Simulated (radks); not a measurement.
# F³⁺ in [He] 2s2 2p2: an all-electron calculation

Wanted: eigenvalues, radial structure and energy terms of the fluorine ion F3+.

Program: radks (a radial shooting solver on a logarithmic mesh, Libxc functionals) version 1. Level of theory: scalar-relativistic Kohn-Sham, LDA (Slater exchange, Perdew-Wang correlation), spin-unpolarised, spherical densities, finite nucleus. These are calculated values, not measurements, unless marked.

### Step 1. What is computed

* element: fluorine (Z = 9)
* charge: +3
* electrons: 6
* configuration: [He] 2s2 2p2
* nuclear rms radius: 2.8976 fm

The outer shells:

F³⁺
```
[He] core
2s [↑↓]
2p [↑ ][↑ ][  ]
```

### Step 2. Self-consistent calculation

Input:

```text
Z 9
configuration [He] 2s2 2p2 3s0 3p0
relativity scalar-relativistic
functional lda,pw
spin unpolarised
nucleus finite rms 2.8976 fm
c 137.035999084
```

The run is started by

```bash
> python run_ks.py task.json out
```

This one command runs every case of the session in turn.

**Question.** What will this run give?

As calculated:

```
                        quantity                 value
                    total energy     -94.82244 hartree
exchange-correlation share of it                8.21 %
                            −T/E                0.9986
          highest occupied level        2p, -72.850 eV
    most extended occupied level  2s, <r> = 0.880 bohr
 radius at density 0.001 e/bohr³             2.26 bohr
    maxima of the radial density                     2
         ionisation energy, NIST  87.18 (semi-emp.) eV
```

What this shows: The radial density shows 2 maxima for 2 occupied principal shells. Minus the highest eigenvalue, 72.850 eV, is 84 % of the tabulated ionisation energy (87.18 eV); the potential of a semilocal functional falls off too fast, so its top eigenvalue is too shallow. Spin polarisation and multiplet splitting are left out.
